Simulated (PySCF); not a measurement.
Saddle point of BNH3Cl, singlet (BNH₃Cl ([NH2][BH][Cl]) → BNHCl ([NH][B][Cl]) + H₂; bonds formed: H2–H4; bonds broken: B1–H2, N3–H4), PBE0-D4/def2-TZVP structure:

| atom | x (Å) | y (Å) | z (Å) |
| --- | --- | --- | --- |
| B1 | -0.3594 | -0.0638 | 0.0235 |
| H2 | -0.3986 | 0.5600 | -1.2101 |
| N3 | 0.9182 | -0.3829 | 0.2192 |
| H4 | 0.4761 | 0.5534 | -0.8431 |
| Cl5 | -1.9619 | 0.0175 | 0.7163 |
| H6 | 1.3254 | -0.6842 | 1.0940 |

Energies are electronic, without zero-point energy. Barriers and step energies count from the start structure reached by relaxing down the imaginary mode; all methods use the PBE0-D4 structures, on which another method's saddle can fall below an end. Program: PySCF 2.14 with density fitting (its default auxiliary sets; JK sets also for MP2 and CCSD(T)). Basis: def2-TZVPP, with def2-QZVPP for the basis limit. Cores are frozen in the correlated methods. B3LYP uses VWN-RPA correlation. Extrapolation: Hartree–Fock as exp(−7.88 √X), correlation as X^−2.97.

| method | barrier (kcal/mol) | step energy (kcal/mol) |
| --- | --- | --- |
| SPW92 | 70.39 | 52.40 |
| PBE-D4 | 72.79 | 46.24 |
| r2SCAN-D4 | 77.17 | 48.13 |
| PBE0-D4 | ? | 50.30 |
| B3LYP-D4 | ? | 45.85 |
| BHLYP-D4 | 87.07 | 50.43 |
| wB97M-V | ? | 47.96 |
| HF | 97.39 | 51.52 |
| MP2 | 80.16 | 45.70 |
| CCSD | 84.57 | 48.31 |
| CCSD(T) | 81.53 | 46.86 |

Question: Fill in the withheld barriers. (To be estimated.)

Answer: The calculation gives: B3LYP-D4 80.10; PBE0-D4 78.86; wB97M-V 81.26 kcal/mol. Each is the energy of the saddle less that of the start structure, by the same method.

For comparison, the barrier by CCSD(T) at an estimated basis limit (MP2 extrapolated from triple and quadruple zeta, plus CCSD(T) − MP2 in triple zeta) is 80.95 kcal/mol.

No T1 diagnostic of these runs exceeds 0.015.

Labels in which every atom is bracketed show which atoms are joined, not bond orders.

For scale, one of the runs: CCSD(T)/def2-TZVPP, 146 basis functions, launched by `OMP_NUM_THREADS=4 python run.py`. The run took 75 s on 4 CPU threads of an Arm Neoverse V2 (shared host), with 0.87 GiB of host memory at its peak.
